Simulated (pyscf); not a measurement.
Single points on ωB97X-D3(BJ)/def2-SVP structures (PySCF, gas phase).

Question: Estimate by transition-state theory the rate constant of H₂B–O–BH–OH (SMILES BOBO) + H₂ (SMILES [H][H]) → HO–BH–OH (SMILES OBO) + BH₃ (SMILES B) (singlet surface; B–O, H–H broken, H–O, B–H formed) at 900 K, with ωB97M-D3(BJ)/def2-TZVP energies (ideal gas, 1 atm, RRHO with modes under 100 cm⁻¹ raised to 100, one conformer, R ln 2 for chiral ones without a mode under 150 cm⁻¹; no tunnelling).

Answer: The electronic barrier is 37.8 kcal/mol and the thermal terms add +29.6, so ΔG‡ = 67.3 kcal/mol. With k_BT/h = 1.88e+13 s⁻¹ and RT = 1.788 kcal/mol, and a volume of 1.23e-19 cm³ per molecule at 1 atm, k = 1.0e-22 cm³ molecule⁻¹ s⁻¹. Wigner's tunnelling factor for 1450i cm⁻¹ would be 1.22. A shift of 1 kcal/mol in the barrier changes k by a factor 1.7. On the product side the descent ends in an adduct with a B–O contact, 15.6 kcal/mol under the separated species and 27.7 kcal/mol under the saddle at ωB97X-D3(BJ)/def2-TZVP. What is counted as broken (B–O) persists as a longer contact in the product adduct; parting that adduct is a step of its own. This is the saddle that the search found; another between the same sides may lie lower.
